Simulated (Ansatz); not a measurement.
# B3H7(NH3) (B₃NH₁₀): the relaxed shape and its frontier levels

Aim: characterise B3H7(NH3) (B₃NH₁₀) as a singlet: its structure, frontier levels and distribution of charge.

Program: Ansatz 0.2.0, Gaussian basis. Level of theory: RKS PBE0-D4/def2-TZVP. These are calculated values, not measurements.

Plan: relaxation at PBE0-D4/def2-SVP; a search for the lowest solution at PBE0-D4/def2-SVP; a single point at PBE0-D4/def2-TZVP.

### Step 1. Starting geometry

14 atoms, charge 0, spin multiplicity 1.

Atoms are counted from 1 here; the program's logs count them from 0.

Bond lengths: B1–H3 1.276 Å, B1–H6 1.330 Å, B1–H7 1.185 Å, B1–H8 1.190 Å, B2–B4 1.651 Å, B2–H9 1.192 Å, B2–H10 1.201 Å, B4–N5 1.642 Å, B4–H6 1.351 Å, B4–H11 1.196 Å, N5–H12 1.009 Å, N5–H13 1.010 Å, N5–H14 1.008 Å. Angles: H3–B1–H6 116.5°, H3–B1–H7 107.0°, H3–B1–H8 107.8°, H6–B1–H7 101.7°, H6–B1–H8 104.1°, H7–B1–H8 120.2°, B4–B2–H9 120.3°, B4–B2–H10 117.8°, H9–B2–H10 115.4°, B2–B4–N5 111.3°, B2–B4–H6 104.4°, B2–B4–H11 130.5°, N5–B4–H6 98.5°, N5–B4–H11 106.7°, H6–B4–H11 99.9°, B4–N5–H12 107.6°, B4–N5–H13 108.0°, B4–N5–H14 112.3° and more.

Geometry (Å):

```xyz
14
B3H10N
B     1.41621    0.63754    0.07017
B    -0.43641    0.68625   -1.14191
H     0.96644    0.86582   -1.10174
B    -0.68413    0.26295    0.43411
N    -0.76504   -1.36743    0.60828
H     0.51168    0.46732    1.02962
H     1.96514    1.62452    0.42943
H     2.00329   -0.39707    0.03973
H    -0.74283    1.77166   -1.52926
H    -0.47135   -0.18449   -1.96891
H    -1.40918    0.73395    1.26068
H    -1.65377   -1.67031    0.23957
H    -0.02253   -1.77682    0.05907
H    -0.67751   -1.65390    1.57115
```

The start is a GFN1-xTB geometry.

### Step 2. Optimising with PBE0-D4/def2-SVP

Contents of in.yaml:

```yaml
crystal:
  periodic: [false, false, false]
  atoms:
    - {symbol: B, position_ang: [1.416210, 0.637540, 0.070170]}
    - {symbol: B, position_ang: [-0.436410, 0.686250, -1.141910]}
    - {symbol: H, position_ang: [0.966440, 0.865820, -1.101740]}
    - {symbol: B, position_ang: [-0.684130, 0.262950, 0.434110]}
    - {symbol: N, position_ang: [-0.765040, -1.367430, 0.608280]}
    - {symbol: H, position_ang: [0.511680, 0.467320, 1.029620]}
    - {symbol: H, position_ang: [1.965140, 1.624520, 0.429430]}
    - {symbol: H, position_ang: [2.003290, -0.397070, 0.039730]}
    - {symbol: H, position_ang: [-0.742830, 1.771660, -1.529260]}
    - {symbol: H, position_ang: [-0.471350, -0.184490, -1.968910]}
    - {symbol: H, position_ang: [-1.409180, 0.733950, 1.260680]}
    - {symbol: H, position_ang: [-1.653770, -1.670310, 0.239570]}
    - {symbol: H, position_ang: [-0.022530, -1.776820, 0.059070]}
    - {symbol: H, position_ang: [-0.677510, -1.653900, 1.571150]}
basis:
  gaussian: {orbitals: def2-SVP}
hamiltonian: {xc: pbe0, dispersion: d4}
scf: {omitted_lower_state_checks: [starts]}
output: {orbitals: {seedname: orbitals}}
relax: {f_tol: 0.02, max_steps: 100}
```

Launch:

```bash
ansatz run in.yaml --threads 4 --pin off --events-out ev --progress --plain --max-ram 3916MiB
```

After this run come: Searching for the lowest solution, PBE0-D4/def2-SVP; Single point, PBE0-D4/def2-TZVP.

Before running them: what should the planned runs give, taken together? Wanted: point group; commonest bond, hydrogen aside; HOMO, LUMO at PBE0-D4/def2-TZVP; dipole at PBE0-D4/def2-SVP.

**Answer**, as computed:

| quantity | value |
| --- | --- |
| point group | Cs |
| commonest bond, hydrogen aside | B–B, 3 of mean length 1.795 Å |
| HOMO, LUMO at PBE0-D4/def2-TZVP | -8.04, -0.14 eV |
| dipole at PBE0-D4/def2-SVP | 6.24 D |

What this shows: The relaxation broke 1 and made 2 bonds, so the end is another structure than the start. No usable vibrations, so a minimum isn't proven. The HOMO lies nearest to H7, H9 about 24 % each; H8, H10 about 15 % each and the LUMO to H14 34 %; H12, H13 about 21 % each. The point group is read from a loosely relaxed geometry; soft torsions can leave it below the true symmetry.
